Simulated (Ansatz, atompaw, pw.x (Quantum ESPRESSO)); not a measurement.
**From atom to crystal: PAW (atompaw) potential for Li (Z = 3)**

```
Element                 : Li (Z = 3)
Generator               : atompaw 4.2.0.5
Type                    : PAW
Functional              : PBE
Relativity              : scalar-relativistic
Frozen core             : [He]
Valence charge          : 1
Reference configuration : 2s0.75 2p0.25
Partial waves           : 2s (bound): rc 2.90 bohr; 2s channel at 1.85 Ry: rc 3.00 bohr; 2p (bound): rc 3.00 bohr; 2p channel at 4.25 Ry: rc 3.00 bohr; 3d channel at 0.45 Ry: rc 3.00 bohr; 3d channel at 2.6 Ry: rc 3.00 bohr
Local potential         : vpsmatchnc scheme with l = 3 at 1 Ry, radius 2.30 bohr
Core correction         : smooth core density matched at 2.35 bohr
Augmentation charge     : sinc compensation charge, radius 2.70 bohr; PAW radius 3.00 bohr; waves and projectors: custom rrkj vanderbiltortho
```

Crystal test: bcc Li in pw.x 7.5, no spin, 13³ k-points, Fermi–Dirac smearing 0.01 Ry, cutoffs 40/400 Ry. The reference is all-electron LAPW (Ansatz 0.2.0) with the same functional, mesh and smearing; V0 and B0 come from Birch–Murnaghan fits to the pressures at five volumes. Errors are pseudo minus all-electron; Δ is the rms difference of the E(V) curves that follow from these fits, minima aligned, over ±6 % about the mean V0. Mesh and smearing are coarse, so the numbers serve the comparison and aren't converged zero-temperature values; the lattice is a test structure that the element need not adopt.

| V (Å³/atom) | P all-electron (GPa) | P pseudo (GPa) |
| --- | --- | --- |
| 19.352 | 0.71 | 0.74 |
| 19.862 | 0.30 | 0.34 |
| 20.371 | -0.05 | -0.03 |
| 20.880 | -0.38 | -0.35 |
| 21.390 | -0.67 | -0.64 |

All-electron: a0 = 3.436 Å (V0 = 20.29 Å³/atom), B0 = 13.8 GPa.

Pseudopotential: mean pressure error (GPa): +0.03; a0 (Å): 3.439; a0 error (%): +0.07; B0 error (%): +0.2; Δ (meV/atom): 0.1. The largest radius (3.00 bohr) exceeds half the bond length (2.82 bohr), so the spheres overlap, which is one possible source of error among others.

At the middle volume, how do free energy and pressure move when the wave cutoff is lowered (ecutrho held at 400 Ry)?

| cutoff (Ry) | shift of F (meV/atom) | shift of P (GPa) |
| --- | --- | --- |
| 18 | +0.2 | -0.00 |
| 24 | +0.0 | +0.00 |
| 32 | +0.0 | +0.00 |

The run at the middle volume (84 k-points, 16 iterations) took about 14 s on one core of a shared host (AMD EPYC 7R43 64-Core Processor, 256 threads, 1004 GiB, load 53).
